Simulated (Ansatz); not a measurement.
Rhombohedral A7 Bi

All values below come from Hartree–Fock (Ansatz, a quantum-chemistry and plane-wave program, plane waves, PAW).

Run with plane-wave cutoff 460 eV, 8×8×8 k mesh, Fermi–Dirac smearing 0.05 eV, scalar-relativistic PAW data made under PBE.

Cell: relaxed at this level.

| Quantity | Result |
|---|---|
| lattice constant a | 4.399 Å |
| lattice parameter c | 22.722 Å |

Measured, for comparison: lattice constant a 4.533 Å, lattice parameter c 11.796 Å (low temperature, zero-point motion not removed, hexagonal setting; as tabulated in Arnaud et al. (2016), arXiv:1602.08959). Computed (rounded) less measured: lattice constant a -3.0 %, lattice parameter c +92.6 %.

Note: the cell comes from a level without a dispersion term, which matters for the spacing of layers, chains or molecules.

Spin–orbit coupling is not included; it can shift volumes and moduli of such heavy elements.

Static lattice: no zero-point or thermal effects.
